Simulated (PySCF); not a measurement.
All numbers come from PySCF, PBE0, basis C def2-TZVP, S def2-TZVP, H def2-TZVP (no relativity, density fitting). Open shells, if any, are unrestricted.

What shape and geometry does isolated singlet H₂CS take (every ligand bound to C)?

Counting electrons, carbon keeps none of its valence electrons outside its bonds, so the VSEPR class is AX3 and the expected shape is trigonal planar; with unlike ligands the computed point group is C2v. The lowest minimum found is a singlet of C2v symmetry with C–H 1.090 Å (×2), C–S 1.599 Å; H–C–H 115.6°, H–C–S 122.2° (×2). Its harmonic wavenumbers are 1001 (b2), 1034 (b1), 1120 (a1), 1491 (a1), 3077 (a1), 3163 (b2) cm⁻¹ and its dipole moment is 1.74 D.

This need not be the most stable arrangement of these atoms.
